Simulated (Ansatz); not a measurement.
Results of r²SCANh (Ansatz, a first-principles code, plane waves, PAW) for diamond-structure Ge.

Run with plane-wave cutoff 520 eV, 8×8×8 k mesh, Fermi–Dirac smearing 0.01 eV, scalar-relativistic PAW data made under PBE.

Energies at three volumes about the minimum:

```csv
V (Å³/atom),E − E_lowest (meV/atom)
22.035,4.02
22.600,0.00
22.974,1.07
```

Task: Fit a parabola by hand: where is the minimum, what lattice constant follows, and what is the bulk modulus?

Result: Slopes: (0.00 − 4.02)/(22.600 − 22.035) = -7.115 and (1.07 − 0.00)/(22.974 − 22.600) = 2.861 meV/Å³. Curvature E″ = 2 × (2.861 − (-7.115))/(22.974 − 22.035) = 21.248 meV/Å⁶. From the middle of the first interval, the slope vanishes at V0 = 22.3175 − (-7.115)/21.248 = 22.652 Å³/atom. B = V0 E″ = 22.652 × 21.248 meV/Å³ × 0.1602 GPa per meV/Å³ = 77.1 GPa. With 8 atoms in the cube, a = (8 × 22.652)^(1/3) = 5.659 Å. The full Birch–Murnaghan fit to all volumes gives V0 = 22.644 Å³/atom and B0 = 75.2 GPa.

Measured, for comparison: bulk modulus 77.3 GPa (low-temperature value with the zero-point effect removed, our sources range from 77.3 to 79.4; as tabulated in Tanner et al. (2021), arXiv:2110.11888); lattice constant a 5.644 Å (static lattice: zero-point anharmonic expansion removed; as tabulated in Mejia-Rodriguez and Trickey (2018), arXiv:1807.09216). Computed (rounded) less measured: bulk modulus -3 % (-3 % to -5 % over the range).
